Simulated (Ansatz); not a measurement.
Born–Oppenheimer molecular dynamics of BClFH (4 atoms, charge 0, multiplicity 1). It starts from a relaxed structure.

Level of theory: RKS CAM-B3LYP-D4/def2-SVP (Ansatz 0.2.0).

```yaml
ensemble: NVT, Langevin thermostat
time_step: 0.5 fs
steps_asked: 100
set_temperature: 1500 K
friction: 0.02 /fs
temperature_schedule: 25 steps to 1500 K, then 75 steps to 4500 K
seed: 967700
```

First frame:

```xyz
4
Properties=species:S:1:pos:R:3
B 0.003 0.000 0.028
Cl -0.016 0.000 1.772
H 1.037 0.000 -0.581
F -1.137 0.000 -0.615
```

**Question.** How far do the bonds stretch over the last three quarters of this one trajectory? (Pairs bonded in most of those frames.)

**Answer.** 
```csv
bond,mean (Å),spread (Å),shortest,longest
B1–Cl2,1.807,0.050,1.71,1.87
B1–H3,1.233,0.067,1.13,1.35
B1–F4,1.318,0.032,1.27,1.37
```

Mean temperature of the second half: 1642 K. The schedule's set-point averaged 3500 K over the second half and the system 1642 K, so it lags behind the ramp. A run of 0.05 ps of so small a system gives no equilibrium averages.

The run took 110 s on 1 thread of Arm Neoverse V1 (shared host), peak memory 0.098 GiB.
